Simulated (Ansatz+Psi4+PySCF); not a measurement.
# doublet CH2N: levels of theory in one basis

```xyz
4

C     0.0086    0.0034    0.0037
H     0.9299    0.0006   -0.5500
H    -0.9362   -0.0042   -0.5533
N     0.0010   -0.0093    1.2486
```

Basis set: cc-pVTZ (spherical functions). Frozen core: 2 orbitals. Correlation on ROHF uses semicanonical orbitals with singles. Charge 0, multiplicity 2.

Computed with Ansatz (development build ahead of 0.2.0) and Psi4 1.11; each method stands on the lowest determinant of its kind that the runs found.

| method | E − E(ROHF) (eV) | <S²> of the determinant |
| --- | --- | --- |
| ROHF | 0.00 | 0.75 |
| UHF | -0.28 | 0.95 |
| ROHF-MP2 | -8.96 | – |

(1) What does UHF-MP2 give on the same scale?

Results:

(1) -8.68 eV.

Caution for UHF, UHF-MP2: the unrestricted determinant is spin contaminated.
